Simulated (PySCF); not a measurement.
Input of a run (PBE0-D3(BJ)/def2-TZVP geometry optimisation, gas phase (PySCF 2.14.0)), started from GFN2-xTB:
```
{"job": {"xc": "PBE0", "basis": "def2-TZVP", "d3": "d3bj", "grid": 2, "shake": 0.01, "kind": "geom"}, "charge": 0, "multiplicity": 1}
C     -1.079870    -0.166880     0.000800
N      0.173110     0.521000    -0.060830
C      1.322020    -0.145430     0.024510
O      1.489150    -1.332620     0.163600
H     -1.691540     0.214190     0.830750
H     -0.908870    -1.200290     0.117690
H     -1.651580     0.017170    -0.925550
H      0.195610     1.531890    -0.173980
H      2.209780     0.543820    -0.010730
```

Output (energies in Eh, forces in Eh/bohr):
```
step   0  E = -209.04985166  max force = 0.036346
step   1  E = -209.05180317  max force = 0.012588
step   2  E = -209.05086577  max force = 0.015954
step   3  E = -209.05189135  max force = 0.011428
step   4  E = -209.05228823  max force = 0.003273
step   5  E = -209.05230663  max force = 0.002478
step   6  E = -209.05239409  max force = 0.001327
step   7  E = -209.05241817  max force = 0.001108
step   8  E = -209.05243860  max force = 0.001230
step   9  E = -209.05247138  max force = 0.000856
step  10  E = -209.05247954  max force = 0.000255
optimisation converged
```

**Question.** Summarise the run.

**Answer.** The energy falls by 0.072 eV over 11 energy and gradient evaluations, the largest force component goes from 0.0363 to 2.6e-04 Eh/bohr, and the atoms move by 0.084 Å rms after alignment. The bond that changes most is C1–H6 (N-methyl carbon to methyl hydrogen), which lengthens by 0.035 Å. Bonds longer at the end by more than 0.005 Å: 3 of 8; shorter: 4. Among the angles that change most is N2–C3–O4, from 128.3° to 125.4°. Among the dihedrals that turn most is H5–C1–N2–C3, from 122° to 109°. The energy rose by more than 1e-6 Eh at step 2. The first step brought 74 % of the lowering.

**Question.** What are the final bond lengths?

**Answer.** C1–N2 1.441 Å, N2–C3 1.350 Å, C3=O4 1.209 Å, C1–H5 1.094 Å, C1–H6 1.089 Å, C1–H7 1.092 Å, N2–H8 1.005 Å, C3–H9 1.106 Å. Numbering counts from 1 in the input's order; the species is N-methylformamide, `CNC=O`.

The run used 154 basis functions and 79 SCF cycles in all. The run took 1.9 min on an Arm Neoverse N1 with one thread, no GPU, shared host, and the process peaked at 0.68 GiB of memory.

Not checked by PBE0-D3(BJ)/def2-TZVP frequencies. One conformer, not necessarily the lowest.
